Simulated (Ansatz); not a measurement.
Compare A (`C=NO`) with its isomer B (`CN=O`).

Program: Ansatz. Geometries: PBE0-D4/def2-TZVP. ΔE: electronic, gas phase. CCSD(T)/CBS is extrapolated from def2-TZVPP and def2-QZVPP, frozen cores. DFT in def2-TZVPP. B3LYP here is the variant with VWN-RPA as its local correlation; programs differ in this. One conformer a species, not always the lowest.

Q: Which is lower in electronic energy at CCSD(T)/CBS, and by how much? (Estimate.)

A: Computed: A, by 13.3 kcal/mol.

Q: Give E(B) − E(A) in kcal/mol with CCSD(T)/def2-SVP, BLYP-D4, ωB97M-V, B3LYP, r2SCAN-D4, B2PLYP, CCSD/def2-TZVPP. (Estimate.)

A: The calculation gave: CCSD(T)/def2-SVP 10.2, BLYP-D4 13.2, ωB97M-V 13.1, B3LYP 13.5, r2SCAN-D4 14.0, B2PLYP 13.0, CCSD/def2-TZVPP 12.6. None reverses the order clearly.

Q: Does the order hold for the free energy at 298.15 K (harmonic terms from PBE0-D4)? (An estimate is asked.)

A: The calculation gave: Yes: G(B) − G(A) = +12.0 kcal/mol, for one conformer each.

Largest T1 diagnostic: 0.015.

In def2-TZVPP, CCSD(T) changes the Hartree–Fock value by +1.4 kcal/mol (the triples alone add −0.1 kcal/mol) and MP2 by +2.3 kcal/mol. At CCSD(T), def2-SVP lies −3.1 kcal/mol from the extrapolated value and def2-TZVPP −0.8 kcal/mol.
